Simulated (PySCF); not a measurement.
## Frontier levels across methods

C₄H₆N₂.
Z-matrix (Å and degrees, PBE0-D3(BJ)/def2-SVP geometry), rows numbered from 1:
```
C 
N   1  1.4392
C   2  1.3727  1  126.70
C   3  1.3755  2  105.49  1  -179.88
N   4  1.3652  3  110.42  2     0.02
C   5  1.3092  4  105.31  3    -0.02
H   1  1.1006  2  111.08  3    61.07
H   1  1.0978  2  109.10  3  -179.53
H   1  1.1006  2  111.08  3   -60.14
H   3  1.0876  2  122.03  1     0.16
H   4  1.0896  3  127.72  2   179.99
H   6  1.0912  2  121.56  1    -0.15
```

Basis pcSseg-2 throughout (PySCF), one geometry. Isolated species at its PBE0-D3(BJ)/def2-SVP geometry, gas phase.

**Question.** How do the orbital energies, the gap and the dipole change with the method?

**Answer.** 
```
   method                    kind  HOMO (eV)  LUMO (eV)  gap (eV)  μ (D)  SCF cycles
    B97-D                     GGA      -5.49      -0.43      5.06   4.04          16
      KT3                     GGA      -5.53      -0.49      5.04   3.93          16
      KT2                     GGA      -5.54      -0.46      5.08   3.98          16
    B97-2           global hybrid      -6.33       0.38      6.71   4.10          14
    B3LYP           global hybrid      -6.39       0.10      6.49   4.13          14
     PBE0           global hybrid      -6.59       0.41      7.00   4.14          14
 mPW1PW91           global hybrid      -6.60       0.35      6.95   4.13          14
BHandHLYP           global hybrid      -7.43       0.84      8.27   4.19          13
CAM-B3LYP  range-separated hybrid      -7.87       1.01      8.88   4.21          13
  wB97X-D  range-separated hybrid      -8.39       2.06     10.45   4.20          14
  LC-wPBE  range-separated hybrid      -9.20       2.10     11.31   4.26          14
```

The HOMO spans 3.72 eV, from B97-D down to LC-wPBE, and the gap runs from 5.04 eV (KT3) to 11.31 eV (LC-wPBE). Over the methods B97-D (0 %), KT3 (0 %), KT2 (0 %), B97-2 (21 %), B3LYP (20 %), PBE0 (25 %), mPW1PW91 (25 %), BHandHLYP (50 %), a straight line through the gap against the share of exact exchange rises by 0.67 eV for each 10 % (correlation coefficient 0.992). The dipole ranges from 3.93 D (KT3) to 4.26 D (LC-wPBE). This basis has no diffuse functions.

The vertical ΔSCF ionisation energy at CAM-B3LYP/def2-SVPD is 8.76 eV; −ε(HOMO) comes closest to it with wB97X-D (8.39 eV).
